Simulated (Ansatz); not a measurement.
bcc W was calculated with r²SCAN (Ansatz, a quantum-chemistry and plane-wave program, plane waves, PAW).

Settings: plane-wave cutoff 600 eV, 16×16×16 k mesh, Fermi–Dirac smearing 0.1 eV, finite displacements, force constants from a 4×4×4 q mesh, no spin polarisation, scalar-relativistic PAW data made under PBE.

Computed at the level's own relaxed cell.

```cif
data_W2
_chemical_formula_sum 'W2'
_space_group_name_H-M_alt 'Im-3m'
_space_group_IT_number 229
_space_group_name_Hall '-I 4 2 3'
_cell_length_a 3.16890
_cell_length_b 3.16890
_cell_length_c 3.16890
_cell_angle_alpha 90.000
_cell_angle_beta 90.000
_cell_angle_gamma 90.000
loop_
_atom_site_label
_atom_site_type_symbol
_atom_site_symmetry_multiplicity
_atom_site_Wyckoff_symbol
_atom_site_fract_x
_atom_site_fract_y
_atom_site_fract_z
_atom_site_occupancy
W1 W 2 a 0.00000 0.00000 0.00000 1
```
(The calculation used a cell of 1 atom; values per cell refer to that cell.)

Harmonic phonon frequencies (cm⁻¹; i marks an imaginary mode):

| q point | frequencies |
|---|---|
| N | ___ |
| H | 182 182 182 |

Q: Complete the blanks.

A: 
- N, frequencies: 135 154 224

No imaginary mode appears at these points.
